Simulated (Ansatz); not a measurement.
System: NH₃, charge 1, multiplicity 2. SMILES of the parent species: N

Atoms: N1, H2, H3, H4. Bonds: N1-H2, N1-H3, N1-H4.

Bond lengths (Å) and angles (degrees) optimised at HF/STO-3G with Ansatz (a quantum-chemistry and plane-wave program); HF/6-31G* with Ansatz; B3LYP/6-31G* with Ansatz, each started from the B3LYP-D3(BJ)/def2-TZVP structure (Ansatz) of the last column. A row stands for all coordinates that are equal there. 6-31G* holds six Cartesian d functions. No wavenumbers were computed at HF/STO-3G, so these may be saddle points.

| coordinate | HF/STO-3G | HF/6-31G* | B3LYP/6-31G* | B3LYP-D3(BJ)/def2-TZVP |
|---|---|---|---|---|
| N1-H2 | 1.056 | 1.012 | 1.029 | 1.026 |
| H2-N1-H3 | 120.0 | 120.0 | 120.0 | 120.0 |

Mean signed difference of all 3 bond lengths from B3LYP-D3(BJ)/def2-TZVP: HF/STO-3G 0.031 Å, HF/6-31G* -0.013 Å, B3LYP/6-31G* 0.004 Å.
